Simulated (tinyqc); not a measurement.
Inside a calculation. Method: UHF in the sto-3g basis, for H2O, spin multiplicity 1. This run ends on a higher stationary point, not on the lowest solution. Computed by tinyqc, a small Python program that keeps every step (integrals from PySCF). Settings: charge = 0, multiplicity = 1, basis = sto-3g, energy threshold = 1e-09, iteration cap = 62, orthogonalisation = canonical, start = Wolfsberg-Helmholz matrix, DIIS depth = 3, method = UHF, break = 0.7. Command: `OMP_NUM_THREADS=1 python tinyqc.py 22498 22499 out.jsonl` (the two numbers bound the seeds that draw the settings). One thread of a shared host (Intel(R) Xeon(R) Processor @ 2.60GHz), about 0.2 s of CPU time with the checks.

Geometry (angstrom):
```
atom         x          y         z
O     0.000000   0.000000  0.000000
H     0.000000   0.985000  0.936000
H     0.000000  -0.950000  0.903000
```

Stop when the energy changes by less than 1e-09 hartree and every element of the error matrix X^T (F D S - S D F) X (for each spin) is below 9e-06.

Course of the cycle:
```
iteration   E (hartree)     change  largest element of the error matrix
1          -74.22862409          -                             2.31e-01
2          -74.64077759  -4.12e-01                             1.27e-01
3          -74.73166707  -9.09e-02                             7.97e-02
4          -74.78548010  -5.38e-02                             5.54e-02
5          -74.80420259  -1.87e-02                             3.36e-02
6          -74.81583858  -1.16e-02                             1.50e-02
7          -74.81669681  -8.58e-04                             8.92e-03
8          -74.81700455  -3.08e-04                             9.45e-04
9          -74.81701390  -9.35e-06                             7.54e-04
10         -74.81702427  -1.04e-05                             4.43e-04
11         -74.81702821  -3.94e-06                             2.28e-04
12         -74.81702975  -1.54e-06                             7.60e-05
13         -74.81702984  -9.63e-08                             2.38e-05
14         -74.81702987  -2.07e-08                             1.71e-05
15         -74.81702987  -1.26e-09                             6.82e-06
16         -74.81702987  -4.67e-10                             5.04e-06
```

Can the last value be used, and what does the course show?

No, though the log alone does not show it. Converged in 16 iterations. But the solution lies 0.00870 hartree above the reference: it is another stationary point, not the lowest one. Reruns (cap 100 unless said): DIIS 8: converged in 14 to a higher stationary point; damping 0.5: converged in 81 to a higher stationary point; level shift 0.5: converged in 69 to a higher stationary point; atomic densities as start, DIIS 8: converged in 8 to a higher stationary point. PySCF UHF in the same basis, after a stability check = -74.82573174 hartree.
